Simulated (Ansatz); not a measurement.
Basis sets over 5 cases of the optimised length of bonds to hydrogen at PBE with Ansatz (Al to Cl present), each against its own reference: (a) the value in aug-pcseg-3; (b) the value in def2-QZVPPD; (c) the value in pcseg-3; (d) the value in pcseg-4. By their distance from other large sets or by the extrapolation step the references are unsure by up to roughly 0.0004 Å. Each level at its own minimum; unrestricted open shells; no added dispersion term; no relativity. Cartesian d functions in some cases of 6-31G*, 6-31+G*. (X+d) sets on Al to Cl for cc-pVXZ and aug-cc-pVXZ. 

Cases are drawn at random; left out are references unsure by over 0.0017 Å, doubtful singlets, and cases whose largest runs show a restricted determinant unstable towards unrestricted orbitals, <S^2> over 0.1 too high or, where CCSD(T) ran, T1 over 0.025 (0.045 for open shells). Sets are drawn from those converged to one state in every case.

Cases (SMILES) and reference values:
- [SiH4] (SiH4), one Si-H bond length: 1.4923 Å (b)
- [PH2] (PH2), doublet, one P-H bond length: 1.4344 Å (d)
- ClC (CH3-Cl), one C-H bond length: 1.0934 Å (c)
- S (H2S), one S-H bond length: 1.3512 Å (d)
- ClO (OH-Cl), one O-H bond length: 0.9755 Å (a)

```
basis            functions over def2-SVP (largest species, mean of cases)  mean signed deviation (Å)  mean absolute  largest  within 0.005 Å
---------------  --------------------------------------------------------  -------------------------  -------------  -------  --------------
STO-3G                                                                0.4                     0.0125         0.0301   0.0750          1 of 5
6-31G*                                                                0.8                     0.0072         0.0072   0.0094          0 of 5
6-31+G*                                                               1.0                     0.0072         0.0072   0.0098          0 of 5
cc-pVDZ                                                               1.1                     0.0103         0.0103   0.0119          0 of 5
aug-pcseg-1                                                           1.6                     0.0091         0.0091   0.0126          0 of 5
aug-cc-pVDZ                                                           1.8                     0.0082         0.0082   0.0105          0 of 5
def2-TZVPP                                                            2.5                     0.0006         0.0006   0.0010          5 of 5
jun-cc-pV(T+d)Z                                                       2.7                     0.0006         0.0006   0.0013          5 of 5
def2-TZVPPD                                                           3.0                     0.0006         0.0006   0.0007          5 of 5
cc-pVQZ                                                               4.4                    -0.0003         0.0004   0.0011          5 of 5
```

Among the sets for which every case ran a larger relative (same family, alike in diffuse functions, listed or not), the smallest listed that holds all cases within 0.005 Å together with them is def2-TZVPP, at 2.5 times the functions of def2-SVP. Inside, though some case ran no larger relative to test it: def2-TZVPPD, cc-pVQZ. Largest deviations of relatives not listed, over the cases that ran them: aug-cc-pVTZ 0.0013, def2-QZVPPD 0.0002, cc-pV5Z 0.0001, aug-cc-pVQZ 0.0006, def2-QZVP 0.0003, def2-QZVPP 0.0003 Å. A case lies within its reference's uncertainty of the window's edge in aug-cc-pVDZ. These figures hold for the cases listed.

Ansatz is a first-principles code.
